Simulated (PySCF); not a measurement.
Species: [1.1.1]propellane, C5H6.
Atom-mapped SMILES: `[CH2:1]1[C:2]23[CH2:3][C:4]12[CH2:5]3` (hydrogens: H6, H7 on C1; H8, H9 on C3; H10, H11 on C5)

The closed-shell ground state was solved at several levels (PySCF, density fitting, gas phase, non-relativistic). Isolated species at its PBE0-D3(BJ)/def2-SVP geometry, gas phase. The dipole stays under 0.02 D at every level.

| level | basis functions | HOMO (eV) | LUMO (eV) | gap (eV) |
| --- | --- | --- | --- | --- |
| PBE0/pcSseg-1 | 115 | -7.51 | 0.45 | 7.96 |
| B3LYP/def2-SVPD | 148 | -7.30 | 0.12 | 7.42 |

Question: Estimate the row for B3LYP/pcJ-1, a basis of 195 functions; the other rows only guide the guess.

Answer: HOMO -7.25 eV, LUMO 0.23 eV, gap 7.48 eV.

Question: Over all these levels, which gives the widest orbital gap and which the narrowest?

Answer: PBE0/pcSseg-1 (global hybrid, 25 % exact exchange) has the widest, 7.96 eV, and B3LYP/def2-SVPD (global hybrid, 20 % exact exchange) the narrowest, 7.42 eV. Functional and basis both differ between the two, so the spread mixes both effects.
